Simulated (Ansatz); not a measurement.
# C₆H₆S: how energies converge with the basis set

Aim: see how fast density functionals converge with the basis set for C₆H₆S.

The runs use Ansatz 0.2.0, Gaussian basis; one geometry, several basis sets.

Plan: PBE0-D4/def2-SVP; ωB97M-V/def2-SVP; PBE0-D4/def2-QZVPP; ωB97M-V/def2-QZVPP; the functionals' def2-TZVPP values are taken from earlier runs.

## (1) The relaxed structure

All runs share one geometry, relaxed beforehand with PBE0-D4 in a triple-zeta def2 set.

SMILES `Sc1ccccc1`, 13 atoms, charge 0, spin multiplicity 1.

Atoms are counted from 1 here; the program's logs count them from 0.

Bond lengths: S1–C2 1.758 Å, S1–H8 1.341 Å, C2–C3 1.393 Å, C2–C7 1.392 Å, C3–C4 1.385 Å, C3–H9 1.084 Å, C4–C5 1.387 Å, C4–H10 1.084 Å, C5–C6 1.387 Å, C5–H11 1.083 Å, C6–C7 1.385 Å, C6–H12 1.084 Å, C7–H13 1.084 Å. Angles: C2–S1–H8 96.7°, S1–C2–C3 117.7°, S1–C2–C7 122.9°, C3–C2–C7 119.4°, C2–C3–C4 120.1°, C2–C3–H9 119.9°, C4–C3–H9 120.0°, C3–C4–C5 120.5°, C3–C4–H10 119.3°, C5–C4–H10 120.1°, C4–C5–C6 119.3°, C4–C5–H11 120.4°, C6–C5–H11 120.3°, C5–C6–C7 120.6°, C5–C6–H12 120.1°, C7–C6–H12 119.3°, C2–C7–C6 120.0°, C2–C7–H13 120.1° and more.

## (2) PBE0-D4 in def2-SVP

in.yaml

```yaml
crystal:
  periodic: [false, false, false]
  atoms:
    - {symbol: S, position_ang: [-0.068250, -2.195037, 1.812519]}
    - {symbol: C, position_ang: [-0.001125, -0.836491, 0.698036]}
    - {symbol: C, position_ang: [1.218092, -0.179311, 0.551059]}
    - {symbol: C, position_ang: [1.326843, 0.897164, -0.312873]}
    - {symbol: C, position_ang: [0.227952, 1.331807, -1.039187]}
    - {symbol: C, position_ang: [-0.985201, 0.676654, -0.892063]}
    - {symbol: C, position_ang: [-1.104399, -0.401217, -0.029926]}
    - {symbol: H, position_ang: [-1.362253, -2.490837, 1.622140]}
    - {symbol: H, position_ang: [2.082421, -0.512663, 1.114667]}
    - {symbol: H, position_ang: [2.281701, 1.399577, -0.417744]}
    - {symbol: H, position_ang: [0.316423, 2.174221, -1.714467]}
    - {symbol: H, position_ang: [-1.852666, 1.005238, -1.453249]}
    - {symbol: H, position_ang: [-2.059139, -0.903905, 0.075688]}
basis:
  gaussian: {orbitals: def2-SVP}
hamiltonian: {xc: pbe0, dispersion: d4}
output: {orbitals: {seedname: orbitals}}
```

The run is started by

```console
ansatz run in.yaml --threads 2 --pin off --events-out ev --progress --plain --max-ram 22528MiB --backend cpu
```

The runs that follow: ωB97M-V in def2-SVP; PBE0-D4 in def2-QZVPP; ωB97M-V in def2-QZVPP.

Q: Predict the results of all the runs planned. Wanted: PBE0-D4: double and triple zeta above quadruple; ωB97M-V: double and triple zeta above quadruple.

As calculated:

```
                                       quantity           value
PBE0-D4: double and triple zeta above quadruple  11.12, 0.66 eV
ωB97M-V: double and triple zeta above quadruple  11.35, 0.62 eV
```

For PBE0-D4 the step from double to triple zeta gains 10.47 eV and the next only 0.66 eV. These are total energies; as a rule much of such shifts cancels in differences, which this series doesn't test.
